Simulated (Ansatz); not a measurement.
bcc W, work function of the (211) face

Reference value: 4.76 eV (measured, temperature not stated; as tabulated in Tran et al. (2019), arXiv:1902.07811).

Task: What do LDA, PBEsol, r²SCAN give, and how far is each from the reference?

Result: 
```json
[
 {"level (code)": "LDA (Ansatz)", "value (eV)": "4.60", "difference (eV)": "-0.16"},
 {"level (code)": "PBEsol (Ansatz)", "value (eV)": "4.42", "difference (eV)": "-0.34"},
 {"level (code)": "r²SCAN (Ansatz)", "value (eV)": "4.35", "difference (eV)": "-0.41"}
]
```

Of the ranked levels LDA (-0.16 eV) comes nearest. Among them r²SCAN (-0.41 eV) misses by most.

Density-functional levels without +SOC have no spin–orbit coupling. Computed faces are unreconstructed. Each level is taken at its own relaxed cell. Ansatz's density-functional and Hartree–Fock values are scalar-relativistic unless marked +SOC, with PAW data made under PBE.

Differences are worked out from the printed values.

Ansatz is a program for electronic structure.
